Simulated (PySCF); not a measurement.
Fill in the blanks.

Compound: lithium amide, H₂LiN.
SMILES: `[Li][NH2]`

```csv
property,level,value
point group,PBE0-D3(BJ)/def2-TZVP,?
"rotational constants A, B, C",PBE0-D3(BJ)/def2-TZVP,"391.665, 30.598, 28.381 GHz"
dipole moment,B97-2/pcSseg-2,?
HOMO energy,B97-2/pcSseg-2,?
LUMO energy,B97-2/pcSseg-2,-0.93 eV
1H chemical shifts (computed TMS as zero) by class,GIAO B97-2/pcSseg-2,?
"isotropic shieldings of nuclei other than C and H, by class",GIAO B97-2/pcSseg-2,?
```

Electronic properties: PySCF, gas phase, density fitting. Isolated species at its PBE0-D3(BJ)/def2-TZVP geometry, gas phase.

**Question.** Give the isotropic shieldings of nuclei other than C and H, by class.

**Answer.** 85 (1 Li), 264 (1 N) ppm.

**Question.** The dipole moment?

**Answer.** 4.66 D.

**Question.** The HOMO energy?

**Answer.** -4.40 eV.

**Question.** Give the 1H chemical shifts (computed TMS as zero) by class.

**Answer.** -1.09 (2 H) ppm.

**Question.** Give the point group.

**Answer.** C2v.

The rotational constants make it an asymmetric top with κ = (2B − A − C)/(A − C) = -0.99, nearer the prolate limit (−1). The dipole matches unit charges of opposite sign 0.97 Å apart (1 e·Å = 4.8032 D). A dipole of 4.66 D is allowed in C2v, and pure rotational transitions are dipole-allowed.
